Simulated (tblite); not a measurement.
Species: tert-butylphosphine, C₄H₁₁P.
SMILES with atom numbers: `[CH3:1][C:2]([CH3:3])([CH3:4])[PH2:5]` (hydrogens: H6, H7, H8 on C1; H9, H10, H11 on C3; H12, H13, H14 on C4; H15, H16 on P5)

Computed geometry: GFN2-xTB, gas phase.

What internal coordinates does the optimisation give?

| bond | length (pm) |
| --- | --- |
| C1–C2, C2–C3, C2–C4 | 152.8 |
| C2–P5 | 188.9 |
| C1–H6 and 8 like bonds | 108.9 |
| P5–H15, P5–H16 | 139.6 |

Bonds in one row agree within 1 pm and their mean is given. A selection of angles:
| angle | degrees |
| --- | --- |
| C2–C1–H6 | 109.9 |
| C2–C1–H7 | 111.0 |
| H6–C1–H7 | 108.2 |
| C1–C2–C3 | 110.2 |
| C1–C2–P5 | 111.3 |
| C3–C2–P5 | 107.7 |
| C2–P5–H15 | 95.1 |
| H15–P5–H16 | 91.8 |

P5 (phosphine phosphorus) is pyramidal (angles 95.1°, 95.0° and 91.8°, sum 281.9°, 0.82 Å off the plane of its three neighbours). All 3 C–C bonds measure 1.527 to 1.529 Å. Of the pairs four or more bonds apart, H7···H15 is among the closest relative to their van der Waals radii: 2.46 Å, 102 % of the sum of Bondi's values.

Point group: Cs (every atom within 0.08 Å of its image). Its GFN2-xTB frequencies are all real (lowest 148 cm⁻¹).

Shape of the structure used: `[CH3:1][C:2]([CH3:3])([CH3:4])[PH2:5]`: H–P5–C2–C1 -46°, H–P5–C2–C1 46°.
